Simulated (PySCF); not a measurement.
Molecular orbitals of Cl₂

PW91 at R = 1.987 Å; Cl def2-TZVPP; no relativity (PySCF 2.14). State: ¹Σg⁺ (singlet), closed shell. Only the outer orbitals are listed.

```csv
orbital,occ.,ε (eV),main shells (%)
σg,2,-23.44,90 s
σu,2,-19.07,96 s
σg,2,-11.96,"89 p, 9 s"
πu,2,-9.96,98 p
πu,2,-9.96,98 p
πg,2,-7.26,99 p
πg,2,-7.26,99 p
σu,0,-4.17,93 p
σg,0,5.12,"55 d, 44 p"
πu,0,6.14,96 d
```

Question: Which are the highest filled and the lowest empty level, where do they sit, and how wide is the gap?

Answer: Highest filled πg at -7.26 eV (in %: 99 p); lowest empty σu at -4.17 eV (in %: 93 p); the gap at PW91 is 3.09 eV.

```json
{"bond order (Mayer)": "1.15", "⟨S²⟩": "0.000"}
```
